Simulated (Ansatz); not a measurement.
Reaction (SMILES): FCF + 2 [H][H] (H2) → C (CH4) + 2 F (HF)
B3LYP-D3(BJ)/def2-TZVP geometries, fixed; electronic energies without zero-point terms.

Basis-set convergence of the energy of full hydrogenation at CCSD(T) with Ansatz (a program for electronic structure). Cartesian d functions, on some or all atoms, in 6-31G**, 6-31+G*; all else is spherical. Cores are frozen. No added dispersion term, no relativity. Functions are those of the species that has most. Reference: Hartree-Fock in cc-pVQZ plus the correlation part extrapolated as X^-3 from cc-pVTZ and cc-pVQZ, -46.44 kcal/mol, itself unsure by roughly 0.46 kcal/mol (a third of the extrapolation step and of the last Hartree-Fock step). Deviations are taken from unrounded values. Cost is core time over that of 6-311+G**, rough, on shared machines of one kind; a dash marks a row that isn't timed (too short, read off another run, short of memory, by another algorithm or on other hardware).

```json
[
 {"basis": "STO-3G", "functions": "17", "energy of full hydrogenation (kcal/mol)": "5.32", "minus reference (kcal/mol)": "51.76", "cost": "-"},
 {"basis": "3-21G", "functions": "31", "energy of full hydrogenation (kcal/mol)": "-13.72", "minus reference (kcal/mol)": "32.72", "cost": "-"},
 {"basis": "6-31G", "functions": "31", "energy of full hydrogenation (kcal/mol)": "-35.54", "minus reference (kcal/mol)": "10.90", "cost": "-"},
 {"basis": "6-31G**", "functions": "55", "energy of full hydrogenation (kcal/mol)": "-35.04", "minus reference (kcal/mol)": "11.40", "cost": "0.6×"},
 {"basis": "6-31+G*", "functions": "61", "energy of full hydrogenation (kcal/mol)": "-34.71", "minus reference (kcal/mol)": "11.73", "cost": "0.6×"},
 {"basis": "6-311G**", "functions": "66", "energy of full hydrogenation (kcal/mol)": "-43.10", "minus reference (kcal/mol)": "3.34", "cost": "0.8×"},
 {"basis": "6-311+G**", "functions": "78", "energy of full hydrogenation (kcal/mol)": "-48.53", "minus reference (kcal/mol)": "-2.09", "cost": "1×"},
 {"basis": "def2-SVPD", "functions": "82", "energy of full hydrogenation (kcal/mol)": "-48.86", "minus reference (kcal/mol)": "-2.42", "cost": "1×"},
 {"basis": "aug-cc-pVDZ", "functions": "87", "energy of full hydrogenation (kcal/mol)": "-48.88", "minus reference (kcal/mol)": "-2.44", "cost": "2×"},
 {"basis": "aug-pcseg-1", "functions": "87", "energy of full hydrogenation (kcal/mol)": "-45.25", "minus reference (kcal/mol)": "1.19", "cost": "1×"},
 {"basis": "def2-TZVP", "functions": "105", "energy of full hydrogenation (kcal/mol)": "-41.07", "minus reference (kcal/mol)": "5.37", "cost": "2×"},
 {"basis": "def2-TZVPP", "functions": "121", "energy of full hydrogenation (kcal/mol)": "-45.70", "minus reference (kcal/mol)": "0.74", "cost": "2×"},
 {"basis": "jun-cc-pV(T+d)Z", "functions": "145", "energy of full hydrogenation (kcal/mol)": "-46.93", "minus reference (kcal/mol)": "-0.49", "cost": "3×"},
 {"basis": "6-311++G(3df,3pd)", "functions": "153", "energy of full hydrogenation (kcal/mol)": "-46.86", "minus reference (kcal/mol)": "-0.42", "cost": "4×"},
 {"basis": "aug-cc-pVTZ", "functions": "184", "energy of full hydrogenation (kcal/mol)": "-46.28", "minus reference (kcal/mol)": "0.15", "cost": "6×"},
 {"basis": "aug-pcseg-2", "functions": "184", "energy of full hydrogenation (kcal/mol)": "-45.43", "minus reference (kcal/mol)": "1.01", "cost": "6×"},
 {"basis": "cc-pVQZ", "functions": "225", "energy of full hydrogenation (kcal/mol)": "-45.99", "minus reference (kcal/mol)": "0.45", "cost": "10×"},
 {"basis": "pcseg-3", "functions": "246", "energy of full hydrogenation (kcal/mol)": "-46.64", "minus reference (kcal/mol)": "-0.20", "cost": "20×"}
]
```
